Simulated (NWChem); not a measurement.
## Correlation energy of H4Si

SMILES: [SiH4]
```xyz
5

Si     0.0000     0.0000     0.0000
H      1.2187     0.0000     0.8618
H     -1.2187     0.0000     0.8618
H      0.0000    -1.2187    -0.8618
H      0.0000     1.2187    -0.8618
```
Charge 0, spin multiplicity 1.

All runs are NWChem calculations. The geometry was optimised at PBE0/def2-SVP, a minimum by its harmonic frequencies.

Basis set: 3-21G. Each correlation energy counts from its own Hartree-Fock reference.

The correlated methods keep 5 core orbitals frozen. The structure started from a generated list of species. Coupled-cluster values serve here as a point of comparison, not as the truth.

### Question
One of these methods gave a correlation energy of -63.4 mHa. Which?
(A) CCSD
(B) SCS-MP2
(C) MP2

### Answer
C, MP2. The others give -72.1 (SCS-MP2), -86.8 (CCSD).
